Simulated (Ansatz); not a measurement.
```yaml
crystal:
  periodic: [false, false, false]
  atoms:
    - {symbol: F, position_ang: [0.955872, -1.833914, -1.314185]}
    - {symbol: C, position_ang: [0.017848, -1.756801, -0.305485]}
    - {symbol: C, position_ang: [0.086461, -0.427371, 0.382216]}
    - {symbol: O, position_ang: [-0.402988, 0.569507, -0.492412]}
    - {symbol: C, position_ang: [-0.119667, 1.846482, -0.108679]}
    - {symbol: F, position_ang: [-0.834035, 2.198885, 1.022203]}
    - {symbol: H, position_ang: [-0.970383, -1.907663, -0.748940]}
    - {symbol: H, position_ang: [0.222068, -2.556521, 0.412984]}
    - {symbol: H, position_ang: [-0.517635, -0.465237, 1.296531]}
    - {symbol: H, position_ang: [1.125152, -0.207038, 0.663804]}
    - {symbol: H, position_ang: [-0.427132, 2.509696, -0.918425]}
    - {symbol: H, position_ang: [0.941439, 1.974875, 0.144588]}
basis:
  gaussian: {orbitals: aug-cc-pVTZ}
total_charge: 1
magnetization: {spin_polarized: true, initial_magnetization: 1}
hamiltonian: {xc: {name: SVWN5}}
multiplicity: 3
output: {forces: true}
```

```sh
$ ansatz run in.yaml --threads 4 --pin off --events-out ev --progress --plain --max-ram 10444MiB
```

It prints (some lines left out):

```
Error: YAML parse error: error: line 21 column 1: unknown field `multiplicity`, expected one of crystal, accuracy, basis, kpoints, hamiltonian, magnetization, projection, total_charge, correlation, batch, efield, external_charges, scf, relax, neb, saddle, md, ramp, phonons, dielectric, real_time, elastic, magnetic_configurations, gw, evaluate, workflow, output, checkpoint, execution
19 | magnetization: {spin_polarized: true, initial_magnetization: 1}
20 | hamiltonian: {xc: {name: SVWN5}}
21 | multiplicity: 3
22 | output: {forces: true}
```

In this input the input holds a key that doesn't belong there. The program refused the input.
